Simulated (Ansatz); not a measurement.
Geometry optimisation, Ansatz 0.2.0, UKS PBE/6-31G*.

input.yaml

```yaml
crystal:
  periodic: [false, false, false]
  atoms:
    - { symbol: B, position_ang: [-0.016565, -0.346856, -0.519066] }
    - { symbol: H, position_ang: [0.071587, -0.117517, 1.856393] }
    - { symbol: H, position_ang: [0.948014, 0.340853, -0.759048] }
    - { symbol: "N", position_ang: [-1.307825, -0.04921, -0.935663] }
    - { symbol: H, position_ang: [-2.117062, -0.626773, -0.721589] }
    - { symbol: H, position_ang: [-1.554009, 0.767053, -1.503947] }
    - { symbol: Si, position_ang: [0.028376, -0.012453, 3.328176] }
    - { symbol: H, position_ang: [-0.763324, -1.162109, 3.875482] }
    - { symbol: H, position_ang: [1.420144, -0.064367, 3.882518] }
    - { symbol: H, position_ang: [-0.623736, 1.271378, 3.748944] }
magnetization:
  spin_polarized: true
  initial_magnetization: 1
basis:
  gaussian: { orbitals: "6-31G*" }
hamiltonian:
  xc: pbe
relax:
  f_tol: 0.03
  max_steps: 50
```

Command:

```bash
$ ansatz run input.yaml --threads 1 --pin off --max-ram 2048MiB --backend cpu --events-out ev --progress --plain --runs-dir out
```

Question: Where does it end, and by what steps?

Answer: The run converged. The force dipped under the threshold on the way, but the program's further checks kept it going. After 14 steps the energy has fallen by 0.016 eV; H2 moved furthest, 0.39 Å.

```tsv
step	energy less start (eV)	largest force component (eV/Å)	accepted
0	0.0000	0.510	yes
1	-0.0105	0.149	yes
2	-0.0120	0.089	yes
3	-0.0126	0.053	yes
4	-0.0133	0.016	yes
5	-0.0140	0.044	yes
6	-0.0143	0.040	yes
7	-0.0145	0.030	yes
8	-0.0148	0.015	yes
9	-0.0150	0.049	yes
10	-0.0151	0.051	yes
11	-0.0153	0.076	yes
12	-0.0154	0.070	yes
13	-0.0157	0.039	yes
14	-0.0158	0.026	yes
```

```xyz
10
Properties=species:S:1:pos:R:3
B -0.020 -0.291 -0.629
H 0.198 -0.471 1.950
H 0.899 0.472 -0.797
N -1.332 -0.024 -1.000
H -2.098 -0.681 -0.851
H -1.639 0.847 -1.444
Si 0.058 -0.065 3.390
H -0.813 -1.052 4.108
H 1.404 -0.027 4.049
H -0.572 1.293 3.477
```

Whether the end is a true minimum wasn't checked by a vibrational analysis.

The run took 21 s on 1 thread of Intel(R) Xeon(R) 6975P-C (Granite Rapids), with other jobs on the host, peak memory 0.16 GiB.
